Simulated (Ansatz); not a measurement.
For wurtzite CdSe, LDA (PAW; Ansatz, a first-principles code) gives:

- equilibrium lattice constant a: 4.247 Å
- lattice parameter c: 6.942 Å
- cohesive energy: 3.07 eV/atom

### Question
What does Hartree–Fock in Ansatz (PAW) give for the same quantities?

### Answer

- lattice constant a: 4.461 Å (rises by 5.0 %)
- lattice parameter c: 7.261 Å (rises by 4.6 %)
- cohesive energy: 1.62 eV/atom (decreases by 1.45 eV/atom)

For comparison: lattice constant a 4.298 Å (measured, temperature not stated, not corrected to a static lattice; as tabulated in PVEducation, CdSe (wurtzite), citing its ref. 1); lattice parameter c 7.015 Å (measured, temperature not stated, not corrected to a static lattice; as tabulated in PVEducation, CdSe (wurtzite), citing its ref. 1).

Changes are worked out from the printed values.

Unless a cell is named, each level is at its own relaxed cell (LDA 27.11, Hartree–Fock 31.28 Å³/atom).

Ansatz's density-functional and Hartree–Fock values are scalar-relativistic unless marked +SOC, with PAW data made under PBE.
